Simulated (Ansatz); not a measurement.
# Which is lower?

The two ends of one reaction step of AlNH6O, closed shell (PBE0-D4/def2-TZVP).

A:

```csv
atom,x (Å),y (Å),z (Å)
Al1,-0.6231,-0.1924,-0.6259
O2,0.7227,0.5985,-1.3883
H3,-0.7738,-1.7729,-0.8402
H4,-1.9597,0.6633,-0.4069
H5,1.1826,0.4177,0.9378
N6,0.3158,-0.0568,1.1810
H7,0.7753,0.7925,-2.3205
H8,0.5414,-0.9528,1.5981
H9,-0.1810,0.5026,1.8649
```

B:

```csv
atom,x (Å),y (Å),z (Å)
Al1,-0.8236,-0.2586,-0.2704
O2,0.6408,0.8146,-1.1397
H3,-0.7076,-1.6379,-1.0669
H4,-2.1142,0.6636,-0.3446
H5,1.1216,0.7365,-0.2785
N6,0.1933,-0.1484,1.2569
H7,1.1548,0.3734,-1.8239
H8,0.6368,-0.9730,1.6359
H9,-0.1017,0.4294,2.0312
```

Computed with Ansatz 0.2.0 (basis: def2-TZVPP); correlated methods freeze the cores. B3LYP uses VWN-RPA correlation.

Which structure is lower at CCSD(T), and by how much? (Judge from chemistry; the value comes from the calculation.)

By the calculation: A, by 20.34 kcal/mol (electronic energy, against the other). By their contacts, A is AlNH₆O ([NH3][AlH2][OH]) and B is AlNH₆O ([NH2][AlH2][OH2]).

All methods give the same order:

```csv
method,E(B) − E(A) (kcal/mol)
SPW92,16.61
PBE-D4,18.26
BLYP-D4,19.32
r2SCAN-D4,20.00
B97M-V,20.88
PBE0-D4,19.48
B3LYP-D4,20.21
r2SCAN0-D4,20.54
BHLYP-D4,21.57
CAM-B3LYP-D4,20.44
wB97X-V,20.44
wB97M-V,19.69
B2PLYP,20.52
PBE-QIDH,20.40
RPA on PBE,20.26
HF,23.87
MP2,20.39
CCSD,20.97
CCSD(T),20.34
```

The T1 diagnostic stays at or below 0.010.

Labels in which every atom is bracketed show which atoms are joined, not bond orders.

For scale, one of the runs: CCSD(T)/def2-TZVPP, 188 basis functions (an equivalent command: `ansatz run in.yaml --threads 2`). Hardware: 2 CPU threads, shared host. Wall time 39 s; peak host memory 1.9 GiB.
